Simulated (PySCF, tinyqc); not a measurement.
Worked calculation: RKS/PBE0 in the sto-3g basis, for LiH, spin multiplicity 1. The lowest restricted solution is unstable here: a spin-polarised one lies 0.0154 hartree lower (PySCF). One step of it, computed by the program tinyqc.

Question. Iteration 2: DIIS coefficients. Solve [B -1; -1 0][c; lambda] = [0; -1] for the coefficients, which sum to one.

B (overlaps of the stored error matrices):
$$\begin{pmatrix}
4.7470143e-02 & -5.1071932e-02 \\
-5.1071932e-02 & 8.3244227e-02
\end{pmatrix}$$

Give: DIIS coefficients.

Answer.

DIIS coefficients: [0.5768, 0.4232]
